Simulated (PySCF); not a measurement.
This PySCF input (HF/aug-cc-pVDZ) gives -40.19963 Eh with 59 basis functions.

```python
import numpy as np, basis_set_exchange as bse
from pyscf import gto, scf, dft, df

basis = {'C': gto.basis.parse(bse.get_basis('aug-cc-pVDZ', elements=['C'], fmt='nwchem')), 'H': gto.basis.parse(bse.get_basis('aug-cc-pVDZ', elements=['H'], fmt='nwchem'))}
mol = gto.M(
    atom='''
    C    -0.00000000    0.00000000   -0.00000000
    H     0.62054657    0.62688914    0.63896175
    H    -0.64285838   -0.62489528    0.61852983
    H     0.63693263   -0.63278043   -0.61664082
    H    -0.61462083    0.63078657   -0.64085076
    ''',
    basis=basis,
    charge=0,
    verbose=4,
    max_memory=2160,
)
mf = scf.RHF(mol)
mf = mf.density_fit(auxbasis=df.autoaux(mol))
mf.conv_tol = 1e-9
mf.max_cycle = 100
print('smallest overlap eigenvalue', np.linalg.eigvalsh(mol.intor('int1e_ovlp'))[0])
mf.kernel()
dip = mf.dip_moment()
```

Change:
```diff
- basis = {'C': gto.basis.parse(bse.get_basis('aug-cc-pVDZ', elements=['C'], fmt='nwchem')), 'H': gto.basis.parse(bse.get_basis('aug-cc-pVDZ', elements=['H'], fmt='nwchem'))}
+ basis = {'C': gto.basis.parse(bse.get_basis('aug-cc-pVTZ', elements=['C'], fmt='nwchem')), 'H': gto.basis.parse(bse.get_basis('aug-cc-pVTZ', elements=['H'], fmt='nwchem'))}
```

### Question
What does the run give now?

### Answer
-40.21357 Eh (HF/aug-cc-pVTZ, 138 functions), a change of -13.94 mEh.
